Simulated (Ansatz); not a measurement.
Results of PBEsol (Ansatz, an electronic-structure program, PAW) for solid chlorine.

Settings: plane-wave cutoff 520 eV, 6×6×4 k mesh (along the axes of the cell as run), Fermi–Dirac smearing 0.01 eV, scalar-relativistic PAW data made under PBE.

Starting structure:

```yaml
crystal:
  lattice:
    - [3.12000, -2.24000, 0.00000]
    - [3.12000, 2.24000, 0.00000]
    - [0.00000, 0.00000, 8.26000]
  atoms:
    - { symbol: Cl, position: [0.12300, 0.87700, 0.89700] }
    - { symbol: Cl, position: [0.37700, 0.62300, 0.39700] }
    - { symbol: Cl, position: [0.62300, 0.37700, 0.60300] }
    - { symbol: Cl, position: [0.87700, 0.12300, 0.10300] }
```

Q: Into what structure does the relaxation of cell and atoms lead at this level, with the symmetry of the start kept?

A: The volume falls by 6.6 %; final space group Cmce.
```yaml
crystal:
  lattice:
    - [3.47314, -1.93881, 0.00000]
    - [3.47314, 1.93881, 0.00000]
    - [0.00000, 0.00000, 8.00722]
  atoms:
    - { symbol: Cl, position: [0.12651, 0.87349, 0.88879] }
    - { symbol: Cl, position: [0.37349, 0.62651, 0.38879] }
    - { symbol: Cl, position: [0.62651, 0.37349, 0.61121] }
    - { symbol: Cl, position: [0.87349, 0.12651, 0.11121] }
```

Note: the cell comes from a level without a dispersion term, which matters for the spacing of layers, chains or molecules.
